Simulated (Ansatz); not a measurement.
## One structure, 3 elements: TaBe, CaTa, SrTa

Plane-wave DFT in Ansatz with scalar-relativistic PAW potentials, cutoff 420 eV, Γ-centred meshes chosen by cell and gap, Gaussian smearing with energies taken to zero width. Every cell was relaxed (cell and atoms) in a run of its own, within the symmetry of its start. Functional: PBE.

All members share space group Pm-3m and the same sites; only the element on one set of sites changes (Be, Ca, Sr). Members needn't be the stable form of their composition. Energies over the elements, where given, are against the elements' standard states in the same functional (H₂, N₂, O₂ and halogens uncorrected, Hg as a solid). The first member:

Space group Pm-3m (No. 221). a = 2.993 Å, b = 2.993 Å, c = 2.993 Å, α = 90.00°, β = 90.00°, γ = 90.00°
| atom | site | symmetry | x | y | z |
| --- | --- | --- | --- | --- | --- |
| Ta | 1a | m-3m | 0.0000 | 0.0000 | 0.0000 |
| Be | 1b | m-3m | 0.5000 | 0.5000 | 0.5000 |

Question: How do size, gap and binding change down the group?

Answer:
| compound | V (Å³/atom) | a (Å) | energy over elements (eV/atom) |
| --- | --- | --- | --- |
| TaBe | 13.40 | 2.993 | 0.113 |
| CaTa | 24.45 | 3.657 | 1.350 |
| SrTa | 27.66 | 3.810 | 1.702 |

Over the series the volume grows at each step down the group; all are metallic on the mesh; none is bound against its elements in this structure, and Be comes closest.

Spin-orbit coupling is left out, which matters for the bands of heavy elements.